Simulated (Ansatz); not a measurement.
A nudged elastic band was laid between two geometries of CN + H2O (5 atoms, charge 0, multiplicity 2).

Level of theory: UKS BLYP/def2-mTZVP (Ansatz 0.2.0).

```json
{"movable images": "7", "climbing image": "yes", "spring": "5.0 eV/Å²", "optimiser": "quadratic models (default)", "start path": "through a guess of the saddle point", "force threshold": "0.03 eV/Å", "iteration limit": "60", "end points": "relaxed"}
```

Image 0:

```xyz
5
Properties=species:S:1:pos:R:3
H -0.155 -1.294 0.591
O 0.721 -0.875 0.444
C -0.421 1.099 -0.213
N -1.044 2.093 -0.311
H 0.899 -1.023 -0.511
```

Image 8:

```xyz
5
Properties=species:S:1:pos:R:3
H -0.241 0.251 0.151
O 0.909 -1.634 0.380
C -0.784 1.171 0.002
N -1.366 2.162 -0.167
H 1.482 -1.950 -0.365
```

Problem. Which bonds break or form, and what moves?

Solution. Bonds broken: H1–O2. Bonds formed: H1–C3. CN + H2O becomes HCN (or HNC) + HO.

Problem. What energy profile does the band end with?

Solution. The run converged. The highest image is number 4 of 0 to 8, 7.2 kcal/mol above the first end and 8.7 kcal/mol above the last; the last end lies 1.5 kcal/mol below the first. A vibrational analysis at the climbing image gives one clearly imaginary mode, 1238i cm⁻¹: a first-order saddle point.

| image | path coordinate (Å) | energy (kcal/mol) | H1–O2 (Å) | H1–C3 (Å) |
| --- | --- | --- | --- | --- |
| 0 | 0.00 | 0.0 | 0.98 | 2.54 |
| 1 | 0.32 | 0.6 | 0.98 | 2.31 |
| 2 | 0.64 | 2.7 | 0.99 | 2.01 |
| 3 | 0.96 | 4.7 | 1.01 | 1.70 |
| 4 | 1.28 | 7.2 | 1.17 | 1.34 |
| 5 | 1.66 | 1.7 | 1.65 | 1.10 |
| 6 | 2.03 | -0.6 | 2.02 | 1.08 |
| 7 | 2.40 | -1.3 | 2.18 | 1.08 |
| 8 | 2.77 | -1.5 | 2.22 | 1.08 |

Problem. What is the geometry of the highest image?

Solution. 
```xyz
5
Properties=species:S:1:pos:R:3
H -0.142 -0.342 0.259
O 0.636 -1.197 0.439
C -0.568 0.895 -0.011
N -1.014 1.950 -0.255
H 1.089 -1.306 -0.432
```

Problem. What are the harmonic wavenumbers there?

Solution. 1238i, 164, 181, 400, 665, 957, 1357, 2163, 3570 cm⁻¹.

Run time: 65 s on 2 threads of Intel(R) Xeon(R) Platinum 8488C (Sapphire Rapids) (shared host), peak memory 0.15 GiB.
